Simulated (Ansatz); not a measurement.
Consider the substitution at a C–C bond: `C/C(F)=C/N` + `NCF` → `CNCF` + `N/C=C\F`.

Isolated molecules relaxed with PBE0-D4/def2-TZVP in Ansatz; ΔE leaves out vibrations. CCSD(T)/CBS is the MP2 limit (def2-TZVPP, def2-QZVPP) plus CCSD(T) − MP2 in def2-TZVPP, frozen cores. Double bonds are as drawn, so ΔE can hold a change between cis and trans. One conformer a species, not always the lowest.

```json
{"species": "`C/C(F)=C/N`", "CCSD(T)/CBS(def2) energy (Eh)": "-272.23837"}
{"species": "`NCF`", "CCSD(T)/CBS(def2) energy (Eh)": "-194.94856"}
{"species": "`CNCF`", "CCSD(T)/CBS(def2) energy (Eh)": "-234.19797"}
{"species": "`N/C=C\\F`", "CCSD(T)/CBS(def2) energy (Eh)": "-232.96965"}
```

(1) Work out ΔE.

Largest T1 diagnostic among the species: 0.012.

Results:

(1) ΔE = (-234.19797) + (-232.96965) − (-272.23837) − (-194.94856) = 0.01931 Eh = +50.7 kJ/mol.

In def2-TZVPP, CCSD(T) changes the Hartree–Fock value by +3.8 kJ/mol (the triples alone add +0.4 kJ/mol) and MP2 by +6.8 kJ/mol.
